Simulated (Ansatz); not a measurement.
Species: C₃H₇O (charge 0, doublet). It need not be the lowest isomer of its formula. SMILES: CC(C)[O]
Coordinates optimised at B3LYP-D3(BJ)/def2-TZVP (Ansatz, a quantum-chemistry and plane-wave program):
```xyz
11

O      0.0945     1.4245    -0.0606
C      0.0085     0.1079     0.3000
H      0.0184     0.1828     1.4108
C     -1.3211    -0.5346    -0.1092
C      1.2376    -0.7048    -0.1206
H     -1.3754    -0.6084    -1.1970
H      1.2721    -0.7845    -1.2088
H     -2.1575     0.0707     0.2384
H      2.1499    -0.2158     0.2192
H     -1.4118    -1.5395     0.3062
H      1.1981    -1.7131     0.2946
```
Charge 0, spin multiplicity 2.

Computed values are from Ansatz. Correlated levels leave the core frozen unless marked. Open shells are spin-unrestricted. Spin-orbit coupling is left out. Non-relativistic. CBS(X,Y): correlation extrapolated as X^-3; Hartree-Fock from the larger set. The bracket is a focal-point correction in the basis named.

**Question.** What is the atomisation energy De at RI-MP2/CBS(cc-pVTZ,cc-pVQZ)+[CCSD(T)-MP2]/cc-pVDZ?

**Answer.** 995.0 kcal/mol.

**Question.** What is the dipole moment at wB97M-V/def2-TZVPD?

**Answer.** 2.14 D.

**Question.** What is the T1 diagnostic at CCSD/aug-cc-pVDZ?

**Answer.** 0.017.

**Question.** What is the total energy at RI-MP2/CBS(cc-pVTZ,cc-pVQZ)+[CCSD(T)-MP2]/cc-pVDZ?

**Answer.** -193.4599 Eh.
